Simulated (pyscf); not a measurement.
**Four-centre exchange: H₃C–CH₂–SiH₃ + hydrogen (H₂) → ethane (H₃C–CH₃) + silane (SiH₄)**

Gas phase, singlet surface, charge 0. Bonds broken: C2–Si3, H12–H13. Bonds formed: C2–H12, Si3–H13. Single points on ωB97X-D3(BJ)/def2-SVP structures (PySCF, gas phase).

Transition state (Å):

```xyz
13

C     -1.2772    -0.2921    -0.9316
C     -0.0304     0.3963    -0.3823
Si    -0.5169     0.9383     1.6821
H     -1.3367    -1.3370    -0.5866
H     -1.2766    -0.3044    -2.0331
H     -2.1929     0.2266    -0.6059
H      0.8872    -0.1102    -0.7436
H      0.0657     1.4489    -0.6936
H      0.3699     1.9177     2.3744
H     -1.3836     0.0111     2.4676
H     -1.5547     1.8479     1.0311
H      0.4770    -0.0271     0.8005
H      0.7589    -0.2366     1.8973
```

One imaginary mode, 1696i cm⁻¹; descent along it reached the two sides named.

| bond | change | reactant side (Å) | saddle | product side |
|---|---|---|---|---|
| C2–Si3 | breaks | 1.885 | 2.189 | 3.9 |
| H12–H13 | breaks | 0.760 | 1.152 | 2.6 |
| C2–H12 | forms | 3.7 | 1.355 | 1.102 |
| Si3–H13 | forms | 3.3 | 1.748 | 1.490 |

Electronic energies relative to the separated reactants (kcal/mol):

| level | barrier | reaction energy | reverse barrier |
|---|---|---|---|
| ωB97X-D3(BJ)/def2-TZVP | 71.9 | -6.4 | 78.3 |
| PBE/def2-TZVP | 63.9 | -8.1 | 72.0 |
| r²SCAN/def2-TZVP | 66.8 | -7.3 | 74.2 |
| B3LYP-D3(BJ)/def2-TZVP | 70.6 | -7.9 | 78.6 |
| PBE0-D3(BJ)/def2-TZVP | 66.3 | -7.4 | 73.7 |
| M06-2X/def2-TZVP | 72.8 | -6.6 | 79.4 |
| ωB97M-D3(BJ)/def2-TZVP | 70.7 | -7.8 | 78.5 |
| HF/def2-TZVP | 88.0 | -13.6 | 101.7 |

With ωB97M-D3(BJ)/def2-TZVP energies and thermal terms (ideal gas, 1 atm, RRHO with modes under 100 cm⁻¹ raised to 100, one conformer, R ln 2 for chiral ones without a mode under 150 cm⁻¹), in kcal/mol:

| T (K) | ΔH‡ | ΔG‡ | ΔH | ΔG |
|---|---|---|---|---|
| 298 | 71.6 | 79.8 | -4.8 | -5.2 |
| 600 | 70.5 | 88.5 | -6.3 | -4.9 |
| 900 | 70.3 | 97.6 | -7.5 | -3.9 |
| 1200 | 70.4 | 106.7 | -8.2 | -2.6 |

At the saddle there is also a short H–Si contact that neither side keeps. H₃C–CH₂–SiH₃ lies 12.8 kcal/mol over its isomer H₃C–SiH₂–CH₃ (electronic energy, ωB97M-D3(BJ)/def2-TZVP). This is the saddle that the search found; another between the same sides may lie lower.
